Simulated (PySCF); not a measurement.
# [NH4]+ (ammonium) at CAM-B3LYP/def2-TZVPP

What is the vertical singlet–triplet gap of [NH4]+ (ammonium) at CAM-B3LYP/def2-TZVPP? 

The results are computed with PySCF 2.14.0.

3 further runs of the same task are left out: 1 that didn't finish, 2 set aside as unsound or not needed.

## 1. The molecule

[NH4]+ has 5 atoms, charge +1, and is taken as a singlet. As SMILES, `[NH4+]`. Geometry: relaxed at PBE0-D4/def2-TZVP.

Bond lengths: N1–H2 1.024 Å, N1–H3 1.024 Å, N1–H4 1.024 Å, N1–H5 1.024 Å. Angles: H2–N1–H3 109.5°, H2–N1–H4 109.5°, H2–N1–H5 109.5°, H3–N1–H4 109.5°, H3–N1–H5 109.5°, H4–N1–H5 109.5°.

## 2. A single-point energy at CAM-B3LYP/def2-TZVPP

input.py

```python
from pyscf import gto, dft

mol = gto.M(
    atom=[
    ('N', (0.000010, 0.000010, -0.000000)),
    ('H', (0.453330, -0.447860, 0.801010)),
    ('H', (-0.972430, 0.216180, 0.235210)),
    ('H', (0.023940, -0.633460, -0.803650)),
    ('H', (0.495160, 0.865130, -0.232580)),
],
    charge=1,
    basis='def2-tzvpp',
    max_memory=1860,
    verbose=3,
)

ks = dft.RKS(mol)
ks.xc = 'cam-b3lyp'
ks.conv_tol = 1e-10
ks.grids.level = 5
ks.kernel()
if not ks.converged:
    ks = ks.newton().run(ks.mo_coeff, ks.mo_occ)

e_final = ks.e_tot
print(f'total energy: {e_final:.8f} hartree')
```

Launch:

```sh
$ OMP_NUM_THREADS=1 python input.py
```

The log of the run:

```text
converged SCF energy = -56.8942042431252
total energy: -56.89420424 hartree
```

Run time: 13 s. Hardware: 1 thread of Arm Neoverse N1, shared host; peak memory 0.4 GiB.

## 3. The triplet at the same level

calc.py

```python
from pyscf import gto, dft

molecule = gto.M(
    atom='''
N      0.000019     0.000019     0.000000
H      0.856670    -0.846333     1.513690
H     -1.837626     0.408521     0.444482
H      0.045240    -1.197066    -1.518678
H      0.935717     1.634859    -0.439513
''',
    verbose=3,
    max_memory=1860,
    charge=1,
    unit='bohr',
    spin=2,
    basis='def2-tzvpp',
)

myscf = dft.UKS(molecule)
myscf.xc = 'cam-b3lyp'
myscf.grids.level = 5
myscf.conv_tol = 1e-10
myscf.kernel()
if not myscf.converged:
    myscf = myscf.newton().run(myscf.mo_coeff, myscf.mo_occ)

e_final = myscf.e_tot
print('E(%s) = %.9f' % ('CAM-B3LYP', e_final))
```

Launch:

```sh
$ OMP_NUM_THREADS=1 python calc.py
```

The log of the run:

```text
WARN: HOMO 0.00800511273502735 >= LUMO -0.561081840057082

WARN: HOMO -0.438309693089515 >= LUMO -0.906265283779192

WARN: HOMO -0.403207836836309 >= LUMO -0.776998502511162

WARN: HOMO -0.398076956084473 >= LUMO -0.750465477665202

WARN: HOMO -0.397993742822081 >= LUMO -0.747998981367012

WARN: HOMO -0.397906862117956 >= LUMO -0.746867008246568

WARN: HOMO -0.397871588300589 >= LUMO -0.74621222280517

WARN: HOMO -0.39785749031671 >= LUMO -0.746018845954879

WARN: HOMO -0.397859571212727 >= LUMO -0.745969273305278

WARN: HOMO -0.397822436609552 >= LUMO -0.746063091037207

WARN: HOMO -0.397693430846878 >= LUMO -0.74592932446447

WARN: HOMO -0.397660133606294 >= LUMO -0.746225221535418

WARN: HOMO -0.397635253055732 >= LUMO -0.74654898183244

WARN: HOMO -0.397596974158382 >= LUMO -0.746752719190638

WARN: HOMO -0.397685061145985 >= LUMO -0.746430094009114

WARN: HOMO -0.397830636511067 >= LUMO -0.74580291588012

WARN: HOMO -0.398096410218635 >= LUMO -0.744814797951193

WARN: HOMO -0.398204989485833 >= LUMO -0.744372601066495

WARN: HOMO -0.398305212201095 >= LUMO -0.744834806938641

WARN: HOMO -0.399389271591566 >= LUMO -0.729481562164281

WARN: HOMO -0.399162330456875 >= LUMO -0.732914060585379

WARN: HOMO -0.399111389843696 >= LUMO -0.733493172920419

WARN: HOMO -0.399078691378485 >= LUMO -0.733945903786882

WARN: HOMO -0.39874241745386 >= LUMO -0.739485387005516

WARN: HOMO -0.398533975460914 >= LUMO -0.742783947315402

WARN: HOMO -0.398443723774108 >= LUMO -0.743764253516318

WARN: HOMO -0.398436381602302 >= LUMO -0.743875443993247

WARN: HOMO -0.398467855042114 >= LUMO -0.744028636384684

WARN: HOMO -0.398476573448335 >= LUMO -0.743975461939819

WARN: HOMO -0.398452023514338 >= LUMO -0.744394379738893

WARN: HOMO -0.398463992654555 >= LUMO -0.744246798131648

WARN: HOMO -0.398465794902236 >= LUMO -0.744228509470084

WARN: HOMO -0.398465513308608 >= LUMO -0.744247809629456

WARN: HOMO -0.398464571590466 >= LUMO -0.744255220190745

WARN: HOMO -0.398464623554297 >= LUMO -0.744260982729735

WARN: HOMO -0.398464628722373 >= LUMO -0.744259969043249

WARN: HOMO -0.398464694772976 >= LUMO -0.744259570528349

converged SCF energy = -56.3603053686687  <S^2> = 2.0029526  2S+1 = 3.0019677
E(CAM-B3LYP) = -56.360305369
```

Wall time 77 s (1 thread of Arm Neoverse N1, shared host); peak memory 0.42 GiB.

## 4. What came out

Level: CAM-B3LYP/def2-TZVPP.

```
                                        quantity         value
                           singlet: total energy  -56.89420 Eh
                            singlet: HOMO energy     -24.32 eV
                            singlet: LUMO energy      -5.16 eV
                          singlet: HOMO–LUMO gap      19.16 eV
                           triplet: total energy  -56.36031 Eh
     triplet: HOMO energy (highest over α and β)     -10.84 eV
                                   triplet: ⟨S²⟩         2.003
vertical energy of the triplet above the singlet     14.528 eV
```

At this shape the triplet lies 14.53 eV (1402 kJ/mol) above the singlet. Mulliken charges (singlet) run from -0.02 on N1 to +0.26 on H2; they depend strongly on the basis. Mulliken charges (triplet) run from +0.01 on H2 to +0.71 on N1; they depend strongly on the basis.
